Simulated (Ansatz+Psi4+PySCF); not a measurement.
Two shapes of triplet H₂O.

Shape 1:

```xyz
3

H     0.0000    0.0000   -0.8603
O     0.0000    0.0000    0.3290
H     0.0000    0.0000   -1.7719
```

Shape 2:

```xyz
3

H    -0.0074    0.0042   -0.8550
O     0.0061   -0.0071    0.3256
H    -0.0073    0.0046   -1.7668
```

Basis set: cc-pVTZ (spherical functions). Frozen core: 1 orbital. Correlation on ROHF uses semicanonical orbitals with singles. Charge 0, multiplicity 3.

Computed with Ansatz (development build ahead of 0.2.0) and Psi4 1.11; each method stands on the lowest determinant of its kind that the runs found.

**Question.** Which shape is lower in energy, and by how much in each method?

**Answer.**

```tsv
method	E(2) − E(1) (eV)
UHF	0.008
ROHF-MP2	-0.032
UHF-MP2	-0.007
ROHF-CCSD	0.001
ROHF-CCSD(T)	0.000
```

The methods disagree on the order. Caution for ROHF-MP2, ROHF-CCSD, ROHF-CCSD(T): large amplitudes, a single reference is doubtful.
